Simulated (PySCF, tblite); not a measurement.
**C4H5F: geometry, infrared bands, NMR shifts and spin-spin couplings**

What infrared bands, NMR shifts and spin-spin couplings should C4H5F (`C#C[C@H](C)F`) show?

Computed with tblite 0.8.0 and PySCF 2.14.0, with density-fitted response routines of our own, on a single molecule in the gas phase. Atoms count from 0, in the outputs and in this text.

## 1. The starting structure

10 atoms, charge 0, multiplicity 1; geometry from: force field or distance geometry start.

Bonds of the start (Å): C0–C1 1.22, C1–C2 1.47, C2–C3 1.53, C2–F4 1.37, C0–H5 1.05, C2–H6 1.10, C3–H7 1.12, C3–H8 1.12, C3–H9 1.09.

## 2. Optimising the geometry with GFN2-xTB

What the job is given:

```
{"job": {"kind": "relax", "xc": "GFN2-xTB", "basis": "xTB"}, "charge": 0, "multiplicity": 1}
C      2.216700    -0.045400    -0.340300
C      1.068000     0.294300    -0.106600
C     -0.319700     0.671200     0.196600
C     -1.144500    -0.611700     0.132000
F     -0.760600     1.559300    -0.752200
H      3.208500    -0.330500    -0.546600
H     -0.367500     1.173100     1.168700
H     -0.707200    -1.167400    -0.742900
H     -1.014500    -1.185900     1.082700
H     -2.170400    -0.352300    -0.113900
```

The run is started by

```bash
> OMP_NUM_THREADS=1 python probes_run.py task.json out
```

The driver reads the jobs from task.json and runs them one after another.

Output:

```text
step      E/eV     max force
  0    -428.88590    2.467
  1    -428.81839    6.749
  2    -428.98426    0.484
  3    -428.99972    0.426
  4    -429.01948    0.287
  5    -429.02419    0.222
  6    -429.03146    0.199
  7    -429.03408    0.135
  8    -429.03585    0.111
  9    -429.03714    0.115
 10    -429.03895    0.131
 11    -429.04065    0.117
 12    -429.04204    0.108
 13    -429.04322    0.099
 14    -429.04469    0.116
 15    -429.04647    0.152
 16    -429.04813    0.131
 17    -429.04960    0.150
 18    -429.05124    0.157
 19    -429.05328    0.141
 20    -429.05556    0.145
 21    -429.05745    0.106
 22    -429.05871    0.091
 23    -429.05962    0.102
 24    -429.06030    0.081
 25    -429.06067    0.049
 26    -429.06091    0.046
 27    -429.06120    0.063
 28    -429.06167    0.081
 29    -429.06233    0.082
 30    -429.06298    0.072
 31    -429.06342    0.060
 32    -429.06373    0.064
 33    -429.06406    0.070
 34    -429.06445    0.053
 35    -429.06480    0.050
 36    -429.06510    0.048
 37    -429.06543    0.056
 38    -429.06578    0.073
 39    -429.06613    0.051
 40    -429.06643    0.045
 41    -429.06668    0.041
 42    -429.06684    0.043
 43    -429.06701    0.040
 44    -429.06714    0.032
 45    -429.06728    0.042
 46    -429.06747    0.059
 47    -429.06768    0.062
 48    -429.06788    0.047
 49    -429.06807    0.036
 50    -429.06824    0.036
 51    -429.06836    0.036
 52    -429.06842    0.022
 53    -429.06845    0.012
 54    -429.06846    0.012
 55    -429.06848    0.012
 56    -429.06849    0.008
```

Wall time 0.28 s (1 thread of Arm Neoverse N1, shared host).

The steps of the relaxation: (not every step is listed) (the energy doesn't fall at every step)

```
step  energy from step 0 (eV)  largest force (eV/Å)
   0                   0.0000                2.4672
   1                   0.0675                6.7490
   2                  -0.0984                0.4835
   3                  -0.1138                0.4258
   4                  -0.1336                0.2873
   5                  -0.1383                0.2224
   6                  -0.1456                0.1988
   7                  -0.1482                0.1349
   8                  -0.1499                0.1106
  12                  -0.1561                0.1076
  16                  -0.1622                0.1310
  20                  -0.1697                0.1449
  24                  -0.1744                0.0814
  28                  -0.1758                0.0815
  32                  -0.1778                0.0642
  36                  -0.1792                0.0480
  40                  -0.1805                0.0447
  44                  -0.1812                0.0318
  48                  -0.1820                0.0470
  51                  -0.1825                0.0356
  52                  -0.1825                0.0217
  53                  -0.1825                0.0124
  54                  -0.1826                0.0117
  55                  -0.1826                0.0116
  56                  -0.1826                0.0079
```

Close pairs (by a distance rule), those that changed most:

```
 bond  before (Å)  after (Å)  change (Å)
C3–H7       1.125      1.088      -0.037
C3–H8       1.118      1.087      -0.032
C0–C1       1.220      1.196      -0.024
C2–F4       1.372      1.389      +0.016
C1–C2       1.470      1.454      -0.016
C2–H6       1.095      1.100      +0.005
C0–H5       1.052      1.049      -0.003
C2–C3       1.527      1.525      -0.002
```

The end geometry stands in the next job.

## 3. Infrared spectrum with GFN2-xTB

What the job is given:

```
{"job": {"kind": "ir", "xc": "GFN2-xTB", "basis": "xTB"}, "charge": 0, "multiplicity": 1}
C      2.267948     0.003120    -0.271896
C      1.122694     0.282769    -0.067700
C     -0.275988     0.626609     0.128483
C     -1.165117    -0.611671     0.110382
F     -0.685554     1.493054    -0.876434
H      3.275419    -0.245938    -0.426349
H     -0.392973     1.187328     1.068096
H     -1.054547    -1.130349    -0.839127
H     -0.877609    -1.280110     0.917261
H     -2.205389    -0.320158     0.234756
```

Output:

```text
mode    cm-1     km/mol
  1     159.5      1.27
  2     180.0      0.07
  3     219.0      0.92
  4     364.2      5.75
  5     476.4      3.54
  6     525.3      5.22
  7     664.9     23.33
  8     682.6     12.53
  9     841.4     13.95
 10     925.2     25.66
 11    1048.6     40.60
 12    1083.0     34.60
 13    1122.6     32.87
 14    1263.4      6.28
 15    1279.6     22.82
 16    1393.6      8.28
 17    1470.3      3.15
 18    1481.9      4.63
 19    2287.5      0.60
 20    2871.5     35.09
 21    3045.8     20.02
 22    3050.3     12.86
 23    3055.4     18.85
 24    3395.3      6.19
```

It took 0.22 s on 1 thread of Arm Neoverse N1, shared host.

The strongest bands and the atoms that carry them (share of the mass-weighted mode):

```
cm⁻¹  km/mol                               atoms
 665    23.3                    H5 78 %, C0 11 %
 925    25.7  C2 24 %, H9 19 %, H8 18 %, F4 16 %
1049    40.6  C2 29 %, H6 27 %, H8 10 %, C3 10 %
1083    34.6           C2 40 %, C3 18 %, H7 18 %
1123    32.9  C2 31 %, H6 19 %, C3 16 %, H8 11 %
1280    22.8                    H6 61 %, C2 29 %
2872    35.1                             H6 93 %
3046    20.0                             H9 86 %
```

## 4. NMR shieldings: PBE0/pcSseg-1

The job, as its differences from that of step 3:

```diff
@@ -1,2 +1,2 @@
-{"job": {"kind": "ir", "xc": "GFN2-xTB", "basis": "xTB"}, "charge": 0, "multiplicity": 1}
+{"job": {"kind": "nmr", "xc": "PBE0", "basis": "pcSseg-1"}, "charge": 0, "multiplicity": 1}
 C      2.267948     0.003120    -0.271896
```

With the program's defaults for keys left out, this is: GIAO PBE0/pcSseg-1 NMR shielding, non-relativistic, gas phase.

Output:

```text
coarse grid: 8536 points
cycle   1  E = -254.7846900956  dE =  5.471e-01  |g| = 5.581e-01  |ddm| = 2.825e+00
cycle   2  E = -254.7578572571  dE =  2.683e-02  |g| = 7.226e-01  |ddm| = 1.088e+00
cycle   3  E = -254.8427462861  dE = -8.489e-02  |g| = 1.029e-01  |ddm| = 5.955e-01
cycle   4  E = -254.8444925835  dE = -1.746e-03  |g| = 5.047e-02  |ddm| = 1.052e-01
cycle   5  E = -254.8450272053  dE = -5.346e-04  |g| = 1.933e-02  |ddm| = 4.046e-02
cycle   6  E = -254.8451112385  dE = -8.403e-05  |g| = 3.004e-03  |ddm| = 1.597e-02
cycle   7  E = -254.8451132232  dE = -1.985e-06  |g| = 7.141e-04  |ddm| = 2.770e-03
final grid: 83296 points
cycle   8  E = -254.8837078990  dE = -2.731e-05  |g| = 6.397e-03  |ddm| = 3.179e-02
cycle   9  E = -254.8837029898  dE =  4.909e-06  |g| = 8.442e-03  |ddm| = 1.151e-02
cycle  10  E = -254.8837168705  dE = -1.388e-05  |g| = 1.307e-03  |ddm| = 6.443e-03
cycle  11  E = -254.8837171735  dE = -3.030e-07  |g| = 4.560e-04  |ddm| = 1.092e-03
cycle  12  E = -254.8837172199  dE = -4.634e-08  |g| = 1.594e-04  |ddm| = 4.039e-04
cycle  13  E = -254.8837172252  dE = -5.266e-09  |g| = 2.352e-05  |ddm| = 1.155e-04
cycle  14  E = -254.8837172253  dE = -1.187e-10  |g| = 6.547e-06  |ddm| = 2.691e-05
converged SCF energy = -254.8837172253

GIAO shielding tensors (ppm)
atom      isotropic    diamagn.    paramagn.     s11        s22        s33       span
  0 C      103.022     256.371    -153.349     35.653     43.197    230.216    194.563
  1 C      100.084     265.039    -164.955     -4.760      3.570    301.441    306.202
  2 C      105.395     237.408    -132.013     69.219     89.389    157.575     88.356
  3 C      161.220     248.618     -87.398    140.971    157.807    184.883     43.912
  4 F      373.046     472.320     -99.275    334.452    385.955    398.730     64.278
  5 H       29.582      33.442      -3.860     25.045     25.194     38.505     13.460
  6 H       26.303      26.936      -0.632     23.870     25.288     29.752      5.883
  7 H       29.882      29.312       0.571     26.802     28.624     34.221      7.418
  8 H       30.472      29.159       1.313     26.792     28.520     36.104      9.312
  9 H       29.992      28.790       1.202     26.336     27.505     36.134      9.798
```

It took 16 s on 1 thread of Arm Neoverse N1, shared host; peak memory 0.49 GiB.

Shifts follow as δ = σ(reference) − σ, with reference shieldings (ppm) from runs at the same level and on the same kind of geometry: 1H TMS 31.72, 13C TMS 186.9, 19F CFCl3 170.9. The references are single molecules in the gas phase, so shifts against H2O, NH3, PH3, H3PO4 or CFCl3 are not on the usual liquid scales and can be off by tens of ppm. Atoms listed in one row are averaged.

```
     atoms                                   environment  σ (ppm)  δ (ppm)  δ scaled to CDCl3
        C1                                 alkyne carbon    100.1     86.8               82.8
        C0                        terminal alkyne carbon    103.0     83.9               80.0
        C2                propargylic sp3 CH bonded to F    105.4     81.5               77.7
        C3                                 methyl carbon    161.2     25.7               23.2
        H6  hydrogen on a propargylic sp3 CH bonded to F    26.30     5.41               5.21
        H5          hydrogen on a terminal alkyne carbon    29.58     2.14               2.12
H7, H8, H9                   hydrogen on a methyl carbon    30.12     1.60               1.62
        F4                     fluorine on an sp3 carbon    373.0   -202.1                  –
```

The scaled column applies a straight-line fit of computed shieldings to shifts measured in CDCl3, and one for carbons that bear F (root-mean-square error 0.16 ppm for H, 1.9 ppm for C).

Charges from the same density, by scheme (e):

```
atoms  Mulliken    IAO  Hirshfeld  ESP fit
   C0     -0.31  -0.22      -0.10    -0.37
   C1      0.17  -0.04      -0.05    -0.14
   C2      0.16   0.18       0.08     0.54
   C3     -0.26  -0.43      -0.12    -0.50
   F4     -0.33  -0.32      -0.12    -0.29
```

Mayer bond orders: C0–C1 2.56, C1–C2 0.98, C2–C3 1.06, C2–F4 0.90.

Orbitals, density, ELF and potential are computed afterwards from the orbital file.

Frontier orbitals at PBE0/pcSseg-1, with the share of their density that lies nearest to each atom:

```
orbital  energy (eV)                                   lies on
   HOMO        -8.17                    C0, C1 about 39 % each
   LUMO         0.43  C0, C1 about 29 % each; H5 12 %; F4 11 %
```

ELF in a plane through or near 6 of the atoms.

Ten even steps from '0' (0.00) to '9' (1.00):
```
0000000000000000000000000000
0000000000000000000000000000
0000000000000000000000000000
0000000000000000000000000000
0000000000000022100000000000
0000000011000122200000000000
0000001344310133100000000000
0000002567655434200120000000
0000024678739643416995000000
0000488736477848869999000000
0002999992726568249999100000
0003999946875124528997000000
0000899866762025654441000000
0000266435530014541000000000
0000000012200001210000000000
0000000000000000000000000000
0000000000000000000000000000
0000000000000000000000000000
0000000000000000000000000000
0000000000000000000000000000
```
The map spans 11.7 Å across and 8.3 Å up, centred on the molecule. Atoms in the plane (x, y in Å): C0 (-2.3, -0.2), C1 (-1.1, 0.2), C2 (0.2, 0.6), C3 (1.2, -0.5), H5 (-3.3, -0.5), H9 (2.2, -0.1).

On the surface of density 0.002 e/bohr³ the electrostatic potential runs, from the 1st to the 99th percentile, from -1.15 V near F4 to 1.52 V near H5.

## 5. J couplings: B3LYP/pcJ-1

The job, as its differences from that of step 4:

```diff
@@ -1,2 +1,2 @@
-{"job": {"kind": "nmr", "xc": "PBE0", "basis": "pcSseg-1"}, "charge": 0, "multiplicity": 1}
+{"job": {"kind": "j", "xc": "B3LYP", "basis": "pcJ-1"}, "charge": 0, "multiplicity": 1}
 C      2.267948     0.003120    -0.271896
```

Method: B3LYP/pcJ-1 indirect spin-spin coupling, non-relativistic, gas phase.

Output:

```text
coarse grid: 8536 points
cycle   1  E = -255.0983706336  dE =  4.931e-01  |g| = 6.096e-01  |ddm| = 2.689e+00
cycle   2  E = -255.0536175537  dE =  4.475e-02  |g| = 8.348e-01  |ddm| = 1.079e+00
cycle   3  E = -255.1646527476  dE = -1.110e-01  |g| = 1.225e-01  |ddm| = 6.440e-01
cycle   4  E = -255.1668456640  dE = -2.193e-03  |g| = 6.491e-02  |ddm| = 1.180e-01
cycle   5  E = -255.1676782861  dE = -8.326e-04  |g| = 2.787e-02  |ddm| = 5.025e-02
cycle   6  E = -255.1678519141  dE = -1.736e-04  |g| = 3.902e-03  |ddm| = 1.934e-02
cycle   7  E = -255.1678551068  dE = -3.193e-06  |g| = 1.001e-03  |ddm| = 3.249e-03
final grid: 83296 points
cycle   8  E = -255.2134329748  dE = -1.042e-04  |g| = 6.291e-03  |ddm| = 1.944e-02
cycle   9  E = -255.2134262838  dE =  6.691e-06  |g| = 8.873e-03  |ddm| = 9.623e-03
cycle  10  E = -255.2134401592  dE = -1.388e-05  |g| = 1.010e-03  |ddm| = 6.072e-03
cycle  11  E = -255.2134402221  dE = -6.282e-08  |g| = 7.281e-04  |ddm| = 1.051e-03
cycle  12  E = -255.2134403239  dE = -1.019e-07  |g| = 2.860e-04  |ddm| = 5.387e-04
cycle  13  E = -255.2134403433  dE = -1.936e-08  |g| = 2.277e-05  |ddm| = 1.886e-04
cycle  14  E = -255.2134403434  dE = -1.020e-10  |g| = 7.777e-06  |ddm| = 2.468e-05
converged SCF energy = -255.2134403434

Indirect spin-spin couplings (Hz)
  i      j    bonds     total        FC       PSO       DSO        SD
  0 C    1 C    1    198.180   190.140     7.931     0.109         -
  0 C    2 C    2     13.805    13.918     0.007    -0.119         -
  0 C    3 C    3      1.775     1.921    -0.079    -0.068         -
  0 C    4 F    3      8.323     9.400    -0.508    -0.313    -0.257
  0 C    5 H    1    265.142   265.993    -1.265     0.414         -
  0 C    6 H    3      4.145     3.685     0.900    -0.440         -
  0 C    8 H    4      0.164     0.191     0.137    -0.164         -
  0 C    9 H    4      1.378     1.363     0.434    -0.419         -
  1 C    2 C    1     84.838    86.412    -1.853     0.280         -
  1 C    3 C    2     -0.286    -0.274    -0.035     0.022         -
  1 C    4 F    2     21.748    25.208    -3.178     0.005    -0.288
  1 C    5 H    2     51.299    46.490     6.010    -1.201         -
  1 C    6 H    2     -5.381    -5.252    -0.079    -0.051         -
  1 C    7 H    3      4.351     4.284    -0.034     0.102         -
  1 C    8 H    3      0.748     0.703    -0.044     0.089         -
  1 C    9 H    3     11.088    11.056     0.463    -0.431         -
  2 C    3 C    1     38.989    39.592    -0.838     0.234         -
  2 C    4 F    1   -224.229  -276.365    27.984     0.804    23.347
  2 C    5 H    3      3.267     3.326     0.392    -0.450         -
  2 C    6 H    1    160.059   159.368    -0.480     1.171         -
  2 C    7 H    2     -6.993    -6.894    -0.052    -0.047         -
  2 C    8 H    2      1.918     1.861     0.081    -0.024         -
  2 C    9 H    2     -6.062    -5.925    -0.086    -0.051         -
  3 C    4 F    2     23.603    23.396    -0.787    -0.097     1.091
  3 C    5 H    4     -1.861    -1.783     0.212    -0.291         -
  3 C    6 H    2     -2.144    -2.038     0.081    -0.187         -
  3 C    7 H    1    138.692   137.049     0.962     0.680         -
  3 C    8 H    1    132.976   131.209     1.118     0.648         -
  3 C    9 H    1    135.948   134.244     1.045     0.659         -
  4 F    5 H    4     -5.870    -7.017     1.711    -1.254     0.689
  4 F    6 H    2     55.028    50.976     9.017    -1.017    -3.948
  4 F    7 H    3      9.408     8.400     1.672    -0.311    -0.353
  4 F    8 H    3     45.431    46.646     1.070    -2.129    -0.157
  4 F    9 H    3      5.632     4.531     1.756    -0.242    -0.413
  5 H    6 H    4     -3.068    -3.016     1.531    -1.584         -
  5 H    8 H    5     -0.274    -0.166     0.738    -0.846         -
  5 H    9 H    5     -0.567    -0.459     1.275    -1.383         -
  6 H    7 H    3     14.211    14.329     2.791    -2.910         -
  6 H    8 H    3      2.049     2.106     0.404    -0.460         -
  6 H    9 H    3      5.132     5.204     0.326    -0.399         -
  7 H    8 H    2    -14.610   -14.731     2.776    -2.655         -
  7 H    9 H    2    -12.560   -12.672     2.720    -2.608         -
  8 H    9 H    2    -14.093   -14.204     2.865    -2.753         -
```

Run time: 26 s. Hardware: 1 thread of Arm Neoverse N1, shared host; peak memory 0.75 GiB.

Couplings of 1 Hz or more, nine at most for each number of bonds, with means over like pairs (isotopes 13C, 19F, 1H):

```
 pair  bonds  J (Hz)  Fermi contact (Hz)
C0–H5      1   265.1               266.0
C2–F4      1  -224.2              -276.4
C0–C1      1   198.2               190.1
C2–H6      1   160.1               159.4
C3–H7      1   135.9               134.2
C1–C2      1    84.8                86.4
C2–C3      1    39.0                39.6
F4–H6      2    55.0                51.0
C1–H5      2    51.3                46.5
C3–F4      2    23.6                23.4
C1–F4      2    21.7                25.2
C0–C2      2    13.8                13.9
H7–H8      2   -13.8               -13.9
C1–H6      2    -5.4                -5.3
C2–H7      2    -3.7                -3.7
C3–H6      2    -2.1                -2.0
F4–H7      3    20.2                19.9
C0–F4      3     8.3                 9.4
H6–H7      3     7.1                 7.2
C1–H7      3     5.4                 5.3
C0–H6      3     4.1                 3.7
C2–H5      3     3.3                 3.3
C0–C3      3     1.8                 1.9
F4–H5      4    -5.9                -7.0
H5–H6      4    -3.1                -3.0
C3–H5      4    -1.9                -1.8
```

The spin-dipole term was solved for some atoms only; pairs without it lack that part.

Joined with the shifts from before (PBE0/pcSseg-1, unscaled), the couplings predict the line list below for 300 MHz.

1H NMR δ 5.41 (dqd, J = 55.0, 7.1, 3.1 Hz, 1H), 2.14 (dd, J = 5.9, 3.1 Hz, 1H), 1.60 (dd, J = 20.2, 7.1 Hz, 3H).

## 6. Results

```
                                                              quantity                       value
                             strongest single infrared mode (GFN2-xTB)        1049 cm⁻¹, 41 km/mol
                                          zero-point energy (GFN2-xTB)               47.0 kcal/mol
                                13C shifts against TMS (PBE0/pcSseg-1)  86.8, 83.9, 81.5, 25.7 ppm
1H shifts against TMS (PBE0/pcSseg-1, means over atoms taken as alike)        5.41, 2.14, 1.60 ppm
                              19F shifts against CFCl3 (PBE0/pcSseg-1)                  -202.1 ppm
                                 surface potential, 1st and 99th percentile          -1.15 V and 1.52 V
                           largest coupling of the table (B3LYP/pcJ-1)     1J(C,H) C0–H5, 265.1 Hz
```

The optimisation took 56 steps and gained 0.183 eV; among the close pairs (by a distance rule), C3–H7 changed most, from 1.125 to 1.088 Å. All 24 modes are real, so the xTB geometry is a minimum. The strongest single mode, at 1049 cm⁻¹, is carried by C2, H6, H8, C3. Unscaled tight-binding wavenumbers are off by several per cent, some by more. Its intensities can rank the bands wrongly. H6 (hydrogen on a propargylic sp3 CH bonded to F) lies farthest downfield among hydrogen, at 5.41 ppm; its carbon carries F, which withdraws density. At PBE0/pcSseg-1: The widest tensor belongs to C1: span 306 ppm, with a paramagnetic part of -165 ppm. Of the pairs tabulated at B3LYP/pcJ-1, C0–H5 couples most strongly (265.1 Hz; Fermi contact 266.0 Hz).
